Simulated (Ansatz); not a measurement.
C3H6FN, SMILES `NC1(F)CC1`, relaxed with RKS PBE0-D4/def2-TZVP in Ansatz 0.2.0 from a PBE-D4/def2-SVP geometry. The force threshold is 0.005 eV/Å; the program also tests the step.

Total charge 0; spin multiplicity 1.

Start:

```xyz
11

N    -0.942    1.223   -0.140
C    -0.069    0.249    0.376
F     0.245    0.383    1.736
C    -0.150   -1.167   -0.106
C     1.046   -0.287   -0.469
H    -0.544    2.166   -0.038
H    -1.844    1.206    0.352
H    -0.881   -1.401   -0.894
H     0.013   -1.955    0.645
H     1.998   -0.495    0.043
H     1.129    0.078   -1.504
```

**Question.** How much energy does the relaxation release, and in how many steps? (An estimate is asked.)

**Answer.** Computed: 1.19 kcal/mol, in 6 steps.

**Question.** Which bonds change most? (Estimate.)

**Answer.** The calculation gave: C5–H11 from 1.101 to 1.082 Å; C4–H8 from 1.100 to 1.082 Å; C4–H9 from 1.101 to 1.082 Å; C5–H10 from 1.100 to 1.082 Å.

**Question.** Give the relaxed structure. (An estimate is asked.)

**Answer.** Ansatz gave: 
```xyz
11

N    -0.932    1.215   -0.124
C    -0.065    0.242    0.375
F     0.246    0.375    1.723
C    -0.150   -1.157   -0.103
C     1.038   -0.282   -0.463
H    -0.539    2.145   -0.055
H    -1.832    1.193    0.337
H    -0.872   -1.380   -0.877
H     0.019   -1.936    0.629
H     1.973   -0.497    0.037
H     1.114    0.082   -1.479
```
